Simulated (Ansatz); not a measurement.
The first iterations of a band of H + H4Si (6 atoms, charge 0, multiplicity 2).

Computed with Ansatz 0.2.0, UKS r2SCAN-D4/def2-SVP.

```
movable images  : 5
climbing image  : yes
spring          : 5.0 eV/Å²
optimiser       : quadratic models (default)
start path      : through a guess of the saddle point
force threshold : 0.03 eV/Å
iteration limit : 60
end points      : relaxed
```

First end point:

```xyz
6
Properties=species:S:1:pos:R:3
Si 0.000 0.000 -0.074
H 0.000 0.000 1.432
H 1.409 0.000 -0.566
H -0.704 1.220 -0.566
H -0.704 -1.220 -0.566
H 0.000 0.000 3.262
```

Last end point:

```xyz
6
Properties=species:S:1:pos:R:3
Si 0.001 0.000 -0.598
H 0.000 0.000 2.933
H 1.427 0.000 -1.036
H -0.713 1.235 -1.035
H -0.713 -1.235 -1.035
H 0.000 0.000 3.692
```

| iteration | highest image above the first end (eV) | largest band force component (eV/Å) |
| --- | --- | --- |
| 1 | 0.012 | 2.462 |
| 2 | 0.000 | 1.897 |
| 3 | 0.635 | 12.362 |
| 4 | 0.000 | 1.830 |
| 5 | 0.000 | 1.070 |

Question: Does the band converge within its limit, and where does its top end?

Answer: It converged. It ended after 15 iterations with the highest image 0.000 eV above the first end. The highest image is an end point: on this band no image between the ends rises above it. A vibrational analysis next to that end finds imaginary modes (147i cm⁻¹), so it isn't a minimum.

The run took 2.4 min on 1 thread of Arm Neoverse V1 (shared host), peak memory 0.12 GiB.
